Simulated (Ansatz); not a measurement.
# One shape, several levels: BH3 (borane)

We compute a comparison of 6 runs (UHF/6-31G*, B3LYP/3-21G, PBE0/3-21G, HSE06/6-31G*, CCSD/3-21G, FCI/6-31G*) of BH3 (borane). 

The calculation is run with Ansatz 0.2.0.

54 further runs of the same task are left out: 54 set aside as unsound or not needed.

**1. Starting point**

BH3: 4 atoms, total charge 0, spin state singlet. As SMILES, `B`. The H2–B1 distance was set to 1.790 Å, away from the relaxed value. At this shape a bond of the SMILES string is far longer than usual.

Bond lengths: B1–H3 1.193 Å, B1–H4 1.193 Å. Angles: H3–B1–H4 120.0°. A long bond or contact: B1–H2 1.790 Å.

**2. The energy at UHF/6-31G(d) (spherical functions) (run 1)**

Input file job.yaml:

```yaml
crystal:
  periodic: [false, false, false]
  atoms:
    - {symbol: B, position_ang: [-0.470223, -0.213489, -0.292034]}
    - {symbol: H, position_ang: [0.982200, 0.381700, 0.568800]}
    - {symbol: H, position_ang: [-0.760323, -1.370189, -0.243934]}
    - {symbol: H, position_ang: [-1.148523, 0.546511, -0.913834]}
basis:
  gaussian:
    orbitals: 6-31G_st_-spherical.json
magnetization:
  spin_polarized: true
accuracy: high
hamiltonian:
  xc: hf
```

The basis set 6-31G* is read from a file made from the Basis Set Exchange's data (not shown).

Run with:

```bash
$ ansatz run job.yaml --threads 1 --pin off --max-ram 2610MiB --events-out events.jsonl --progress --plain --runs-dir runs
```

Output:

```text
Warning: RAYON_NUM_THREADS=1 ignored (pool sized by the plan → 1); use --threads N
Functional definition: HF
  name "HF"
  exchange = exact_x
  correlation = 0
414 factors; integrals over basis functions are off by at most 3.3e-9 eV
mean field evaluation 1: about -715.4904 eV, gradient 7.2e0 eV
mean field evaluation 2: about -715.4890 eV, gradient 7.2e0 eV
mean field evaluation 4: about -716.0252 eV, gradient 4.4e-1 eV
mean field evaluation 8: about -716.0274 eV, gradient 5.7e-5 eV
mean field evaluation 16: about -715.7368 eV, gradient 1.9e0 eV
mean field evaluation 32: about -716.0269 eV, gradient 4.4e-1 eV
mean field -716.02738373 eV, -26.3135210113 hartree, gradient 2.4e-8 eV, S^2 0.000000; 0 other end points of the search recorded, 0 dependent functions left out
reference -716.02738373 eV, -26.3135210113 hartree; 4, 4 occupied and 16, 16 virtual orbitals, 414 factors
Total energy: -716.02738373 eV, -26.3135210113 hartree
```

Run time: 0.12 s. Hardware: 1 thread of Arm Neoverse V1, shared host.

**3. A single-point energy at B3LYP/3-21G (run 2)**

Input file run.yaml:

```yaml
basis:
  gaussian:
    orbitals: 3-21G.json
crystal:
  periodic: [false, false, false]
  atoms:
    - {symbol: B, position_ang: [-0.470223, -0.213489, -0.292034]}
    - {symbol: H, position_ang: [0.982200, 0.381700, 0.568800]}
    - {symbol: H, position_ang: [-0.760323, -1.370189, -0.243934]}
    - {symbol: H, position_ang: [-1.148523, 0.546511, -0.913834]}
hamiltonian:
  xc: {name: B3LYP}
accuracy: high
```

The basis set 3-21G is read from a file made from the Basis Set Exchange's data (not shown).

Run with:

```bash
$ ansatz run run.yaml --threads 1 --pin off --max-ram 2610MiB --events-out events.jsonl --progress --plain --runs-dir runs
```

Output:

```text
Warning: RAYON_NUM_THREADS=1 ignored (pool sized by the plan → 1); use --threads N
Functional definition: B3LYP
  name "B3LYP"
  parameter a0 = 0.2
  parameter ax = 0.72
  parameter ac = 0.81
  exchange = (1 - a0 - ax)*slater_x + ax*b88_x + a0*exact_x
  correlation = (1 - ac)*vwn_rpa_c + ac*lyp_c
291 factors; integrals over basis functions are off by at most 3.1e-9 eV
mean field evaluation 1: about -718.1009 eV, gradient 6.7e0 eV
mean field evaluation 2: about -718.2056 eV, gradient 3.7e0 eV
mean field evaluation 4: about -718.2658 eV, gradient 4.4e-2 eV
mean field evaluation 8: about -718.2422 eV, gradient 1.9e-3 eV
mean field -718.24224332 eV, -26.3949155999 hartree, gradient 1.5e-8 eV, S^2 0.000000; 0 other end points of the search recorded, 0 dependent functions left out
reference -718.24226828 eV, -26.3949165172 hartree; 4, 4 occupied and 11, 11 virtual orbitals, 291 factors
Total energy: -718.24226828 eV, -26.3949165172 hartree
```

Wall time 0.51 s (1 thread of Arm Neoverse V1, shared host).

Runs 3 to 5 aren't shown in full; the table further down has their settings and results.

**4. The energy at FCI/6-31G(d) (spherical functions) (run 6)**

job.yaml: that of step 2 with these lines changed.

```diff
@@ -8,8 +8,4 @@
 basis:
-  gaussian:
-    orbitals: 6-31G_st_-spherical.json
-magnetization:
-  spin_polarized: true
+  gaussian: {orbitals: 6-31G_st_-spherical.json}
+correlation: {method: fci, frozen_orbitals: {B: 1, H: 0}}
 accuracy: high
-hamiltonian:
-  xc: hf
```

The basis set 6-31G* is read from a file made from the Basis Set Exchange's data (not shown).

Run with:

```bash
$ ansatz run job.yaml --threads 1 --pin off --max-ram 2610MiB --events-out events.jsonl --progress --plain --runs-dir runs
```

Output:

```text
Warning: RAYON_NUM_THREADS=1 ignored (pool sized by the plan → 1); use --threads N
[... 4 set-up lines as earlier in the session ...]
414 factors; integrals over basis functions are off by at most 3.3e-9 eV
mean field evaluation 1: about -715.4904 eV, gradient 1.0e1 eV
mean field evaluation 2: about -715.4890 eV, gradient 1.0e1 eV
mean field evaluation 4: about -716.0252 eV, gradient 6.2e-1 eV
mean field evaluation 8: about -716.0274 eV, gradient 6.7e-5 eV
mean field -716.02738373 eV, -26.3135210113 hartree, gradient 2.7e-8 eV, S^2 0.000000; 0 other end points of the search recorded, 0 dependent functions left out
1 core orbitals not correlated: weight in the atoms' cores, before any rotation towards them, 1.000 or more for the frozen orbitals, at most 0.000 for the correlated occupied ones
reference -716.02738373 eV, -26.3135210113 hartree; 3, 3 occupied and 16, 16 virtual orbitals, 414 factors
state -718.88245830 eV, -26.4184430665 hartree
Total energy: -718.88245830 eV, -26.4184430665 hartree
```

It took 2.8 s on 1 thread of Arm Neoverse V1, shared host; peak memory 0.13 GiB.

**5. The series**

```csv
run,level,frozen core orbitals,energy (Eh),wall time
1,UHF/6-31G* (spherical functions),–,-26.313521,0.12 s
2,B3LYP/3-21G,–,-26.394917,0.51 s
3,PBE0/3-21G,–,-26.338972,0.45 s
4,HSE06/6-31G* (spherical functions),–,-26.484609,0.71 s
5,CCSD/3-21G,1,-26.247577,0.12 s
6,FCI/6-31G* (spherical functions),1,-26.418443,2.8 s
```

**6. Results**

| quantity | value |
| --- | --- |
| run 6: total energy | -26.41844 Eh |
| run 6: correlation energy (1 core orbital frozen) | -104.9 mEh |

Against full CI in this basis: UHF +104.9 mEh. Totals of different functionals can't be ranked against each other. All runs together took 4.7 s, the longest 2.8 s.
